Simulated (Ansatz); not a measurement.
# One elementary step

Start structure (AlH6OF, singlet), relaxed at PBE0-D4/def2-TZVP:

```xyz
9
angstrom
Al -0.8150 -0.1428 -0.8041
H 0.6363 0.4475 -1.3004
H -1.1299 -1.5894 -1.3676
H -1.9418 0.9695 -0.6401
H 0.6558 -0.1838 1.1827
O -0.2997 -0.4005 1.0759
H 1.6071 0.4400 -0.3489
F 2.0929 0.3463 0.4895
H -0.8057 0.1130 1.7131
```

The step: AlH₃ + H₂O + HF → AlH₃O ([OH][AlH2]) + HF + H₂; bonds formed: H2–H7, H5–F8; dative contacts that become bonds: Al1–O6; bonds broken: Al1–H2, H5–O6, H7–F8. Ansatz 0.2.0; basis: def2-TZVPP and def2-QZVPP; cores frozen in the correlated methods. Extrapolation: Hartree–Fock as exp(−7.88 √X), correlation as X^−2.97. Energies below are by CCSD(T) at an estimated basis limit (MP2 extrapolated from triple and quadruple zeta, plus CCSD(T) − MP2 in triple zeta).

Task: What are the electronic barrier and the energy of the step, from the start structure to the end structure? (To be estimated.)

Result: The calculation gives: Barrier 8.51 kcal/mol; step energy -8.11 kcal/mol (downhill); reverse barrier, their difference, 16.62 kcal/mol. Barrier and step energy count from the start structure, the reverse barrier from the end structure.

The saddle point: One imaginary mode of 950i cm⁻¹.
| pair | start (Å) | saddle (Å) | end (Å) |
| --- | --- | --- | --- |
| Al1–O6 | 1.97 | 1.85 | 1.73 |
| H2–H7 | 1.36 | 0.93 | 0.76 |
| H5–F8 | 1.68 | 1.23 | 0.95 |
| Al1–H2 | 1.64 | 1.76 | 2.22 |
| H5–O6 | 0.99 | 1.12 | 1.60 |
| H7–F8 | 0.97 | 1.26 | 2.33 |

Zero-point energy (harmonic, PBE0-D4): ZPE is 36.84 kcal/mol at the start and 34.16 kcal/mol at the saddle, so the barrier goes from 8.51 to 5.83 kcal/mol.

First-order rate constant out of the start structure at 698 K by transition-state theory, with harmonic vibrational free energies alone and no tunnelling: ΔA‡ = 8.36 kcal/mol, so k = (kB T/h) exp(−ΔA‡/kB T) ≈ 10^11 s⁻¹ (an order of magnitude at best: rotation, the number of equivalent paths and anharmonicity are left out).

The T1 diagnostic stays at or below 0.012.

Labels in which every atom is bracketed show which atoms are joined, not bond orders.

For scale, one of the runs: CCSD(T)/def2-TZVPP, 188 basis functions (an equivalent command: `ansatz run in.yaml --threads 2`). Time: 26 s of wall clock on 2 CPU threads; the host was shared. Peak host memory: 2.2 GiB.
